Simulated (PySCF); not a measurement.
## P: ionisation energy

P [Ne] 3s2 3p3 (4S) → P⁺ [Ne] 3s2 3p2 (3P), as a difference of total energies. Calculation: PySCF 2.14, in aug-cc-pwCVDZ (6s5p3d, 36 functions); no relativity, point nucleus. Correlated levels: valence: [Ne] frozen; valence and next inner shell: 1s2 frozen; nothing frozen. The calculations carry no spin-orbit coupling.

Problem. Order these methods by the ionisation energy they give, lowest first.
A. MP2 (all electrons)
B. SCS-MP2 (all electrons)
C. M06-2X
D. PBE

Solution. B (10.235 eV), C (10.335 eV), A (10.396 eV), D (10.506 eV).

A first-order spin-orbit estimate (lowest level to lowest level, LS coupling) adds -0.034 eV.

Errors of the correlated levels include the incompleteness of this basis and the frozen core.

For comparison: 10.487 eV (measured; NIST Atomic Spectra Database, ionization energies).
